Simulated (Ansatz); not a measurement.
**Nudged elastic band run: H₇Si₃, charge +1**

Input:

```yaml
crystal:
  periodic: [false, false, false]
  atoms:
    - { symbol: Si, position_ang: [-1.219292, 1.16616, -1.331887] }
    - { symbol: Si, position_ang: [0.194979, -0.56477, -0.500648] }
    - { symbol: Si, position_ang: [1.114103, -0.811096, 1.688143] }
    - { symbol: H, position_ang: [-2.434432, 0.414357, -1.780637] }
    - { symbol: H, position_ang: [-0.430508, 1.717003, -2.479704] }
    - { symbol: H, position_ang: [-1.466673, 2.137843, -0.230425] }
    - { symbol: H, position_ang: [0.522719, -1.619624, -1.520321] }
    - { symbol: H, position_ang: [1.942677, -2.048048, 1.72443] }
    - { symbol: H, position_ang: [-0.105948, -0.852675, 2.556172] }
    - { symbol: H, position_ang: [1.882376, 0.460829, 1.874856] }
total_charge: 1
basis:
  gaussian: { orbitals: def2-SVP }
hamiltonian:
  xc: blyp
  dispersion: d4
neb:
  order_check: false
  images: 7
  f_tol: 0.05
  max_iterations: 60
  final_atoms:
    - { symbol: Si, position_ang: [-0.97954539, 1.25655942, -1.4387885] }
    - { symbol: Si, position_ang: [-0.10152787, -0.6836704, -0.36719673] }
    - { symbol: Si, position_ang: [1.06632931, -0.82736551, 1.70808436] }
    - { symbol: H, position_ang: [-2.4407282, 0.9460245, -1.54636507] }
    - { symbol: H, position_ang: [-0.29361586, 1.24865913, -2.7697293] }
    - { symbol: H, position_ang: [-0.66477771, 2.44008469, -0.59096423] }
    - { symbol: H, position_ang: [-0.33601542, -1.95998806, -1.12634964] }
    - { symbol: H, position_ang: [2.24546574, 0.06928299, 1.48685694] }
    - { symbol: H, position_ang: [1.41071218, -2.25419116, 1.96347727] }
    - { symbol: H, position_ang: [0.09370421, -0.2354166, 2.6809539] }
  initial_path:
    images:
      - { positions_ang: [[-1.219292, 1.16616, -1.331887], [0.194979, -0.56477, -0.500648], [1.114103, -0.811096, 1.688143], [-2.434432, 0.414357, -1.780637], [-0.430508, 1.717003, -2.479704], [-1.466673, 2.137843, -0.230425], [0.522719, -1.619624, -1.520321], [1.942677, -2.048048, 1.72443], [-0.105948, -0.852675, 2.556172], [1.882376, 0.460829, 1.874856]] }
      - { positions_ang: [[-1.19867615, 1.1842906, -1.37973142], [0.14402574, -0.5381822, -0.44760642], [1.12470357, -0.82769443, 1.70212006], [-2.45576593, 0.50845582, -1.76340274], [-0.42832206, 1.63751179, -2.55794111], [-1.36726685, 2.21705051, -0.34975889], [0.37935257, -1.64070832, -1.4091502], [2.08805715, -1.8643535, 1.6548862], [0.01791259, -1.11964274, 2.52479234], [1.69598038, 0.44325145, 2.02577118]] }
      - { positions_ang: [[-1.1780603, 1.20242119, -1.42757583], [0.09307247, -0.5115944, -0.39456484], [1.13530414, -0.84429286, 1.71609712], [-2.47709986, 0.60255464, -1.74616848], [-0.42613613, 1.55802059, -2.63617822], [-1.2678607, 2.29625803, -0.46909278], [0.23598614, -1.66179264, -1.2979794], [2.2334373, -1.680659, 1.58534239], [0.14177317, -1.38661048, 2.49341268], [1.50958477, 0.42567391, 2.17668635]] }
      - { positions_ang: [[-1.15744445, 1.22055179, -1.47542025], [0.04211921, -0.48500659, -0.34152326], [1.14590471, -0.86089129, 1.73007417], [-2.49843379, 0.69665346, -1.72893422], [-0.42395019, 1.47852938, -2.71441532], [-1.16845456, 2.37546554, -0.58842667], [0.09261971, -1.68287695, -1.1868086], [2.37881745, -1.4969645, 1.51579859], [0.26563376, -1.65357821, 2.46203302], [1.32318915, 0.40809636, 2.32760153]] }
      - { positions_ang: [[-1.1368286, 1.23868239, -1.52326466], [-0.00883406, -0.45841879, -0.28848168], [1.15650529, -0.87748971, 1.74405123], [-2.51976772, 0.79075228, -1.71169995], [-0.42176426, 1.39903818, -2.79265243], [-1.06904841, 2.45467306, -0.70776056], [-0.05074672, -1.70396127, -1.07563779], [2.52419759, -1.31327, 1.44625478], [0.38949435, -1.92054595, 2.43065336], [1.13679353, 0.39051882, 2.47851671]] }
      - { positions_ang: [[-1.0975078, 1.24315165, -1.50214562], [-0.03200751, -0.51473169, -0.30816044], [1.13396129, -0.86495866, 1.73505951], [-2.50000784, 0.82957034, -1.67036623], [-0.38972716, 1.36144341, -2.78692165], [-0.96798073, 2.45102597, -0.67856148], [-0.1220639, -1.76796797, -1.08831575], [2.45451463, -0.96763175, 1.45640532], [0.64479881, -2.00395725, 2.31385934], [0.8760212, 0.23403496, 2.529126]] }
      - { positions_ang: [[-1.05818699, 1.2476209, -1.48102658], [-0.05518097, -0.57104459, -0.32783921], [1.1114173, -0.85242761, 1.7260678], [-2.48024796, 0.86838839, -1.62903251], [-0.35769006, 1.32384865, -2.78119086], [-0.86691306, 2.44737888, -0.64936239], [-0.19338107, -1.83197467, -1.10099371], [2.38483167, -0.62199351, 1.46655586], [0.90010326, -2.08736855, 2.19706532], [0.61524887, 0.07755111, 2.5797353]] }
      - { positions_ang: [[-1.01886619, 1.25209016, -1.45990754], [-0.07835442, -0.6273575, -0.34751797], [1.08887331, -0.83989656, 1.71707608], [-2.46048808, 0.90720645, -1.58769879], [-0.32565296, 1.28625389, -2.77546008], [-0.76584538, 2.44373178, -0.62016331], [-0.26469824, -1.89598136, -1.11367168], [2.3151487, -0.27635526, 1.4767064], [1.15540772, -2.17077985, 2.0802713], [0.35447654, -0.07893275, 2.6303446]] }
      - { positions_ang: [[-0.97954539, 1.25655942, -1.4387885], [-0.10152787, -0.6836704, -0.36719673], [1.06632931, -0.82736551, 1.70808436], [-2.4407282, 0.9460245, -1.54636507], [-0.29361586, 1.24865913, -2.7697293], [-0.66477771, 2.44008469, -0.59096423], [-0.33601542, -1.95998806, -1.12634964], [2.24546574, 0.06928299, 1.48685694], [1.41071218, -2.25419116, 1.96347727], [0.09370421, -0.2354166, 2.6809539]] }
```

Run as:

```bash
$ ansatz run input.yaml --threads 1 --pin off --max-ram 2048MiB --backend cpu --events-out ev --progress --plain --runs-dir out
```

Output, in part (warnings, iteration lines, the closing report on the highest movable image, with atoms numbered from 0):

```
NEB end point (image 0): max|allowed force component| = 9.226e-3 eV/Å (the criterion of neb.relax_end_points is 1.000e-2)
NEB end point (image 8): max|allowed force component| = 5.512e-3 eV/Å (the criterion of neb.relax_end_points is 1.000e-2)
NEB iter   1: max|band force component| = 4.426e0 eV/Å  barrier→ = 0.8954 eV  barrier← = 0.8955 eV  Δτ_max = 0.2000 Å  (217 SCF iters)
NEB iter   2: max|band force component| = 1.659e0 eV/Å  barrier→ = 0.1834 eV  barrier← = 0.1835 eV  Δτ_max = 0.1592 Å  (178 SCF iters)
NEB iter   3: max|band force component| = 4.133e-1 eV/Å  barrier→ = 0.0117 eV  barrier← = 0.0118 eV  CI = image 6  Δτ_max = 0.0228 Å  (182 SCF iters)
NEB iter   4: max|band force component| = 1.096e-1 eV/Å  barrier→ = -0.0011 eV  barrier← = -0.0010 eV  CI = image 7  Δτ_max = 0.0211 Å  (189 SCF iters)
NEB iter   5: max|band force component| = 3.306e-2 eV/Å  barrier→ = -0.0014 eV  barrier← = -0.0014 eV  CI = image 7  Δτ_max = 0.0000 Å  (345 SCF iters)
Total energy: -23730.18205750 eV, -872.0681057179 hartree
Atom 0 at    -1.009194     1.260586    -1.440689 Å, force    -0.000464     0.002499    -0.000169 eV/Å
Atom 1 at    -0.090081    -0.653860    -0.357076 Å, force    -0.005499    -0.012505    -0.002852 eV/Å
Atom 2 at     1.059308    -0.830585     1.726255 Å, force    -0.006355    -0.003851     0.010378 eV/Å
Atom 3 at    -2.455613     0.890709    -1.569056 Å, force     0.000001     0.002948     0.000297 eV/Å
Atom 4 at    -0.304873     1.276818    -2.761894 Å, force    -0.000909     0.002129     0.000910 eV/Å
Atom 5 at    -0.755633     2.455418    -0.588262 Å, force     0.002043    -0.002719     0.002867 eV/Å
Atom 6 at    -0.246521    -1.922750    -1.148504 Å, force     0.008137     0.002941    -0.003097 eV/Å
Atom 7 at     2.385825    -0.220477     1.377548 Å, force    -0.008278    -0.003898    -0.003665 eV/Å
Atom 8 at     1.136184    -2.275822     2.084363 Å, force     0.002378     0.012776     0.002541 eV/Å
Atom 9 at     0.280598     0.019942     2.677293 Å, force     0.008947    -0.000320    -0.007209 eV/Å
Dipole moment:    -0.018156    -0.134924    -0.072698 e Å
```

It converged. The highest image is an end point: on this band no image between the ends rises above it. Inner images lie up to 0.005 eV below the lower end, so the ends aren't the lowest states on this path. Limits of this set-up: the dipole of an ion depends on the origin.

Final band (atoms are numbered from 1 in the order of the input):

```csv
image,path coordinate (Å),energy (kJ/mol),dihedral Si1–Si2–Si3–H9 (°)
0,0.00,0.0,59
1,0.56,-0.2,74
2,1.12,-0.4,89
3,1.67,-0.5,106
4,2.23,-0.4,122
5,2.79,-0.4,138
6,3.34,-0.3,154
7,3.90,-0.1,167
8,4.45,0.0,180
```

Run time: 94 s on 1 thread of Arm Neoverse V2 (shared host), peak memory 0.28 GiB.
